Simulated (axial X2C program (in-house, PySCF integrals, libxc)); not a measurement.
## Potential curves of AlP, two-component

Computed with an in-house all-electron X2C program for linear molecules (integrals from PySCF). Two-component (2c) means X2C with spin–orbit coupling and atomic mean-field two-electron Coulomb and Gaunt terms. Basis: P dyall-v3z [8s7p2d1f], Al dyall-v3z [8s8p2d1f] (cores contracted in-house); Gaussian nuclei, density fitting, unrestricted open shells. Masses: P 30.974 u, Al 26.982 u.

State: Ω = 2 (⟨Sz⟩ = 1.00, ⟨Lz⟩ = 1.00 at r2SCAN0). Energies in eV from the fragments at the same level (P + Al). Fits are polynomials in 1 − R0/R over 0.85 to 1.23 times the lowest point R0.

```tsv
R (Å)	r2SCAN0
1.9305	-1.3216
2.0193	-1.7585
2.0859	-1.9399
2.1524	-2.0285
2.2190	-2.0479
2.2967	-2.0065
2.3743	-1.9175
2.4742	-1.7588
2.5962	-1.5295
2.7737	-1.1766
```

Dissociation energies refer to the lowest single-determinant-based atoms at the same level and basis. Density functionals use the spin component along the axis (collinear). The 2c atoms are single determinants rather than J levels; their spin–orbit lowering is only partly caught, and De is too large by that part. This holds for r2SCAN0. Without a current term, density functionals place determinants with orbital angular momentum somewhat too high. The state is one determinant with fixed occupations, lowest in a PBE0 search at one distance only: followed along the bond, the 2c determinant Ω = 1 reaches 0.06 eV lower at PBE0, at Re = 2.426 Å, so the state shown is not the lowest. With several unpaired electrons one determinant need not be a pure state. Open-shell Ω = 0 determinants with evenly filled partner blocks cannot be reached by this program, so the Ω shown need not be the lowest component. The determinant is spin-polarised beyond a pure state at some levels (its spin-free form has ⟨S²⟩ too high), which makes Re and μ there less reliable.

Q: Fit the r2SCAN0 curve near its minimum: give the equilibrium distance, the harmonic wavenumber and the well depth.

A: At r2SCAN0, 2c: Re = 2.208 Å, ωe ≈ 478 cm⁻¹, De = 2.05 eV to P + Al; Be follows as 0.24 cm⁻¹.
